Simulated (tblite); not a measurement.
Species: dimethyl ether, C2H6O.
Bonds: C1–O2, O2–C3. Hydrogens: H4, H5, H6 on C1; H7, H8, H9 on C3.

Computed with GFN2-xTB (tblite), gas phase: Langevin dynamics at 300 K from the optimised GFN2-xTB geometry, time step 0.5 fs, friction 0.01 fs⁻¹, 2000 steps.

Start geometry:
```
atom  x, y, z in Å
C1      1.167    0.056   -0.037
O2     -0.035    0.256   -0.733
C3     -1.168   -0.028    0.045
H4      1.271   -0.988    0.287
H5      1.230    0.705    0.846
H6      1.973    0.302   -0.726
H7     -1.175   -1.075    0.373
H8     -2.035    0.160   -0.585
H9     -1.214    0.617    0.932
```

The statistics below take the 31 frames saved every 25 fs from 250 to 1000 fs; their kinetic temperature (all 3N coordinates) averages 253 K.

**Question.** How do the bond lengths spread?

**Answer.** 
| bond | start (Å) | mean (Å) | standard deviation (Å) | shortest (Å) | longest (Å) |
| --- | --- | --- | --- | --- | --- |
| C1–O2 | 1.404 | 1.416 | 0.030 | 1.330 | 1.475 |
| O2–C3 | 1.404 | 1.406 | 0.029 | 1.356 | 1.475 |
| C1–H4 | 1.098 | 1.099 | 0.019 | 1.043 | 1.127 |
| C1–H5 | 1.098 | 1.098 | 0.025 | 1.057 | 1.149 |
| C1–H6 | 1.088 | 1.092 | 0.020 | 1.060 | 1.126 |
| C3–H7 | 1.098 | 1.095 | 0.022 | 1.054 | 1.134 |
| C3–H8 | 1.088 | 1.098 | 0.031 | 1.039 | 1.149 |
| C3–H9 | 1.098 | 1.104 | 0.022 | 1.058 | 1.144 |

**Question.** How far does each atom move about its mean position (frames aligned on the start, all atoms weighted alike), and what rms force does it feel?

**Answer.** 
```json
{"atom": "C1", "rms displacement (Å)": "0.07", "rms force (eV/Å)": "1.58"}
{"atom": "O2", "rms displacement (Å)": "0.22", "rms force (eV/Å)": "1.46"}
{"atom": "C3", "rms displacement (Å)": "0.06", "rms force (eV/Å)": "1.67"}
{"atom": "H4", "rms displacement (Å)": "0.28", "rms force (eV/Å)": "0.75"}
{"atom": "H5", "rms displacement (Å)": "0.24", "rms force (eV/Å)": "0.87"}
{"atom": "H6", "rms displacement (Å)": "0.22", "rms force (eV/Å)": "0.71"}
{"atom": "H7", "rms displacement (Å)": "0.25", "rms force (eV/Å)": "0.82"}
{"atom": "H8", "rms displacement (Å)": "0.18", "rms force (eV/Å)": "1.09"}
{"atom": "H9", "rms displacement (Å)": "0.23", "rms force (eV/Å)": "0.67"}
```

The displacements run from 0.06 to 0.28 Å, the largest at H4.

**Question.** How widely does the potential energy scatter, against a harmonic estimate?

**Answer.** Mean 0.24 eV above the start, standard deviation 0.074 eV, range 0.10 to 0.40 eV. For 21 classical harmonic modes at 300 K the canonical values are 21kT/2 = 0.27 eV and kT·√(21/2) = 0.084 eV.

The run is classical and short, so these are rough statistics of one trajectory.

What follows is the cost of the whole dynamics run. The run took 3.1 s on Arm Neoverse V2, one thread, on a shared host, and the process peaked at 0.18 GiB of memory.
